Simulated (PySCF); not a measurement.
**Electron affinity of O by level of theory**

O- [He] 2s2 2p5 (2P) → O [He] 2s2 2p4 (3P), as a difference of total energies. Computed with PySCF 2.14 in dyall-acv3z, with the spin-free X2C one-electron Hamiltonian (Gaussian nucleus). Correlated levels: valence: 1s2 frozen; valence and next inner shell: nothing frozen; virtual orbitals above 40 to 60 times the deepest correlated orbital energy dropped. The calculations carry no spin-orbit coupling.

Question: Order these methods by the electron affinity they give, lowest first.
A. BHandHLYP
B. M06-2X
C. MP2 (valence)
D. LDA

Answer: A (1.105 eV), B (1.393 eV), C (1.415 eV), D (2.068 eV).

Errors of the correlated levels include the incompleteness of this basis and the frozen core.

A negative affinity means that the anion lies above the atom at that level of theory.

In the anion the highest occupied orbital energy is positive at LDA, PBE, PBE0, r2SCAN, r2SCANh, BLYP, a self-interaction effect; the basis confines that electron, and the energy difference can still be sensible.

For comparison: 1.461 eV (measured; photodetachment measurements, as compiled on the Wikipedia data page of electron affinities).
